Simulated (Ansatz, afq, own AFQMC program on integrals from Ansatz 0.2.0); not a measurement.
# Atomization energy of BO, doublet, worked out

```yaml
atoms:
  - { symbol: B, position_ang: [0.0000, 0.0000, 0.0000] }
  - { symbol: O, position_ang: [0.0000, 0.0000, 1.2006] }
```

Basis cc-pVTZ. Noble-gas cores (and the filled d shells of Ga–Kr and In–Xe) are frozen. Integrals, coupled cluster, full CI and functionals: Ansatz 0.2.0; the random walks run on the same integrals in our own AFQMC program. The CISD trial takes its coefficients from CCSD amplitudes. Released means that phaseless walkers are propagated on without the constraint, phases kept. Uncertainties: one standard error, sampling alone.

Total energies in eV. CBS is CCSD(T) at the limit of def2-TZVPP/QZVPP (extrapolated itself); the highest rung of each member is named.

Cautions: BO (doublet): the ph-AFQMC/CISD walk drifts between its halves (2.6 errors), its ph-AFQMC/CISD value lies 21 ± 4 meV above CCSDT(Q).

```tsv
member	count	CCSD(T)/cc-pVTZ	highest rung in cc-pVTZ	which	CCSD(T)/CBS
B (doublet)	+1	-669.3484	-669.3598	FCI	-669.4648
O (triplet)	+1	-2040.1454	-2040.1547	FCI	-2040.9924
BO, doublet	-1	-2717.5983	-2717.6421	CCSDT(Q)	-2718.8534
```

Question: Work out the best estimate of the atomization energy: the CCSD(T)/CBS difference plus the step from CCSD(T) to the highest rung.

Answer: Sums with the counts: CCSD(T)/CBS 8.3962 eV, highest rung 8.1276 eV, CCSD(T)/cc-pVTZ 8.1045 eV. The step is 8.1276 − 8.1045 = 0.0231 eV, so the best estimate is 8.3962 + (0.0231) = 8.4193 eV = 194.2 kcal/mol. The basis set is worth 0.292 eV of it. Zero-point, core-correlation and spin–orbit terms aren't in it.

Best estimates are given only where the step beyond CCSD(T) is under 0.3 eV and no member's determinant is very poor (T1 over 0.05, or 0.07 for open shells, ⟨S²⟩ too high by 0.3, two states mixed), so the hardest cases are missing from such tables.

CCSDT and higher add their correlation energy to the determinant of the CCSD(T) run, since their own runs factorise the integrals more tightly (a shift of under 2 meV). Each member of a difference takes its own highest rung, so a best estimate needn't equal the limit plus the step of one row.
